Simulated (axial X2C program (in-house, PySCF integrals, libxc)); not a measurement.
**SiN: properties at the nuclei**

Calculated with an in-house all-electron X2C program for linear molecules (integrals from PySCF): two-component X2C with atomic mean-field Coulomb and Gaunt terms, Gaussian nuclei, basis Si dyall-v3z, N dyall-av3z with contracted cores.

R = 1.647 Å (near the PBE0 minimum at charge 0 of the determinant lowest at the starting distance; the state shown can have its own minimum elsewhere).

Input and command:
```json
{"zs": [14, 7], "q": 0, "bas": ["dyall-v3z", "dyall-av3z"], "r0": 1.67, "levels": ["PBE0", "HF", "BHandHLYP", "B3LYP", "PBE"], "nst": 3}
```
```bash
python soeom.py task.json out
```

Keys: zs atomic numbers; q charge; bas basis sets; r0 starting distance in Å; levels methods; nst determinants followed.

Determinant lowest in the PBE0 search, Ω = 3/2 (⟨Sz⟩ = 0.50, ⟨Lz⟩ = 1.00 at PBE0), spin on the atoms Si 0.03, N 0.47:

```
    level  Eeff magnitude (GV/cm)  Ws magnitude Si (kHz)  A∥/gI Si (MHz)  qzz Si (a.u.)  A∥/gI N (MHz)  qzz N (a.u.)  μ (D)
     PBE0                  0.0055                 0.0011            60.5          -2.07           69.3         -1.27  -2.77
       HF                  0.0339                  0.008             101          -2.03           20.1         -1.33  -2.40
BHandHLYP                 0.00821                 0.0018            63.3          -2.18           68.8         -1.31  -3.07
    B3LYP                 0.00523                0.00106            60.5          -2.08           76.1         -1.32  -2.85
      PBE                 0.00347               0.000594            58.7          -1.99           75.8         -1.28  -2.54
```

Determinant 0.01 eV from it at PBE0 and this distance, Ω = 1/2 (⟨Sz⟩ = -0.50, ⟨Lz⟩ = 1.00 at PBE0), spin on the atoms Si -0.03, N -0.47:

```
    level  Eeff magnitude (GV/cm)  Ws magnitude Si (kHz)  A∥/gI Si (MHz)  qzz Si (a.u.)  A∥/gI N (MHz)  qzz N (a.u.)  μ (D)
     PBE0                 0.00725                 0.0046             209          -2.08            380         -1.27  -2.77
       HF                   0.049                 0.0354             341          -2.04            158         -1.33  -2.41
BHandHLYP                  0.0102                0.00688             217          -2.19            336         -1.31  -3.08
    B3LYP                 0.00695                0.00445             211          -2.09            377         -1.32  -2.85
      PBE                  0.0063                0.00375             210          -1.99            404         -1.28  -2.55
```

Eeff is the effective electric field on the electron electric dipole moment in this Ω state and Ws the scalar–pseudoscalar constant of the nucleus named (defined with the proton number Z and per Ω); A∥ (defined per Ω) follows by multiplying with gI = μI/(I μN); qzz is the electric field gradient, eQq0 = 234.96 MHz × Q/barn × qzz; μ is positive if the N end (last atom) is positive. The operators were transformed with the bare-nucleus X2C matrices; with these basis sets, hyperfine constants and field gradients can be off by tens of per cent, and where levels differ in sign neither size nor sign is settled.

**Question.** With gI(29Si) = -1.1106, Q(14N) = 0.02044 barn (g factors from the IAEA table of nuclear moments by Stone; Q from Pyykkö, Mol. Phys. 2018), turn the PBE0 values of the first state into constants in MHz.

**Answer.** A∥(29Si) = 60.5 × -1.1106 = -67.2 MHz; eQq0(14N) = 234.96 × (0.02044) × (-1.27) = -6.1 MHz.

Each state is one determinant with collinear spin. Unrestricted Hartree–Fock can overshoot spin polarisation at the nuclei. Where Eeff spreads by more than a factor of two the levels disagree and none is to be relied on. The search compared states at one distance, so a state with another bond length can lie lower. Where a field gradient or hyperfine factor spreads by more than a factor of two over the levels, a constant derived from it is not to be relied on. PBE0 term energies can be off by some tenths of an eV.
